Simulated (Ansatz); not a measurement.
# C3H9PS: a ladder of functionals and wavefunction methods

An exercise on one series of results from a longer session: the logs are not shown, and one member is left open.

Program: Ansatz 0.2.0, Gaussian basis. Level of theory: functionals in def2-TZVPP, the program's frozen cores in correlated methods. These are calculated values, not measurements.

The runs, in order: LDA (SPW92), PBE-D4, revPBE-D4, BLYP-D4, r2SCAN-D4, B97M-V, PBE0-D4, B3LYP-D4, r2SCANh-D4, r2SCAN0-D4, HSE06-D4, BHLYP-D4, CAM-B3LYP-D4, LC-ωPBE, ωB97X-V, ωB97M-V, B2PLYP, PBE-QIDH; CCSD(T)/def2-SVP; CCSD(T)/def2-TZVPP; MP2/def2-QZVPP; extrapolation to the limit; RPA on PBE.

## Structure used throughout

All runs share one geometry, relaxed beforehand with PBE0-D4 in a triple-zeta def2 set.

SMILES `CP(C)(C)=S`, 14 atoms, charge 0, spin multiplicity 1.

Atoms are counted from 1 here; the program's logs count them from 0.

Bond lengths: C1–P2 1.812 Å, C1–H6 1.091 Å, C1–H7 1.092 Å, C1–H8 1.091 Å, P2–C3 1.812 Å, P2–C4 1.812 Å, P2–S5 1.938 Å, C3–H9 1.091 Å, C3–H10 1.091 Å, C3–H11 1.092 Å, C4–H12 1.092 Å, C4–H13 1.091 Å, C4–H14 1.091 Å. Angles: P2–C1–H6 108.6°, P2–C1–H7 111.6°, P2–C1–H8 108.6°, H6–C1–H7 109.8°, H6–C1–H8 108.4°, H7–C1–H8 109.8°, C1–P2–C3 104.3°, C1–P2–C4 104.3°, C1–P2–S5 114.3°, C3–P2–C4 104.3°, C3–P2–S5 114.3°, C4–P2–S5 114.3°, P2–C3–H9 108.6°, P2–C3–H10 108.6°, P2–C3–H11 111.6°, H9–C3–H10 108.4°, H9–C3–H11 109.8°, H10–C3–H11 109.8° and more.

Set-up of the first run:

in.yaml

```yaml
crystal:
  periodic: [false, false, false]
  atoms:
    - {symbol: C, position_ang: [-1.586876, 0.455433, 0.165442]}
    - {symbol: P, position_ang: [0.153814, 0.454468, -0.337065]}
    - {symbol: C, position_ang: [1.068886, 0.340545, 1.222478]}
    - {symbol: C, position_ang: [0.393330, -1.164273, -1.114767]}
    - {symbol: S, position_ang: [0.662286, 1.956779, -1.451286]}
    - {symbol: H, position_ang: [-1.790388, 1.375322, 0.714951]}
    - {symbol: H, position_ang: [-1.824703, -0.408620, 0.790195]}
    - {symbol: H, position_ang: [-2.208260, 0.444965, -0.730852]}
    - {symbol: H, position_ang: [0.908098, 1.258784, 1.788655]}
    - {symbol: H, position_ang: [2.132694, 0.256721, 0.996958]}
    - {symbol: H, position_ang: [0.747670, -0.519665, 1.814365]}
    - {symbol: H, position_ang: [0.093709, -1.977401, -0.449545]}
    - {symbol: H, position_ang: [1.446250, -1.271940, -1.378092]}
    - {symbol: H, position_ang: [-0.196509, -1.201118, -2.031449]}
basis:
  gaussian: {orbitals: def2-TZVPP}
hamiltonian: {xc: lda}
output: {orbitals: {seedname: orbitals}}
```

The run is started by

```
ansatz run in.yaml --threads 4 --pin off --events-out ev --progress --plain --max-ram 10444MiB
```

Steps of the session up to this table: LDA; PBE-D4 (GGA); revPBE-D4 (GGA); BLYP-D4 (GGA); r2SCAN-D4 (meta-GGA); B97M-V (meta-GGA); B3LYP-D4 (hybrid); r2SCANh-D4 (hybrid); r2SCAN0-D4 (hybrid); HSE06-D4 (hybrid); BHLYP-D4 (hybrid); CAM-B3LYP-D4 (range-separated); LC-ωPBE (range-separated); ωB97X-V (range-separated); ωB97M-V (range-separated); B2PLYP (double hybrid); PBE-QIDH (double hybrid).

One table of the session follows, with a row left open; its other results are not shown here.

It belongs to the step «Orbital energies across the functionals». 

```
  functional  HOMO (eV)  LUMO (eV)  gap (eV)
 LDA (SPW92)      -5.27      -0.26      5.01
      PBE-D4      -5.14      -0.08      5.06
   revPBE-D4      -5.08       0.01      5.10
     BLYP-D4      -4.96      -0.09      4.87
   r2SCAN-D4      -5.38       0.67      6.05
      B97M-V      -5.44       0.03      5.47
     PBE0-D4      -6.27       0.67      6.95
    B3LYP-D4      -6.03       0.35      6.38
  r2SCANh-D4      -5.81       0.87      6.68
  r2SCAN0-D4      -6.44       1.17      7.61
    HSE06-D4      -5.88       0.31      6.18
    BHLYP-D4      -7.25       1.23      8.49
CAM-B3LYP-D4      -7.53       1.41      8.94
     LC-ωPBE          ?          ?         ?
     ωB97X-V      -8.56       2.47     11.03
     ωB97M-V      -8.42       2.06     10.48
```

Q: Estimate the row for LC-ωPBE from the others.

As computed: HOMO (eV): -8.90; LUMO (eV): 2.70; gap (eV): 11.60. In the column «HOMO (eV)» it is the lowest.
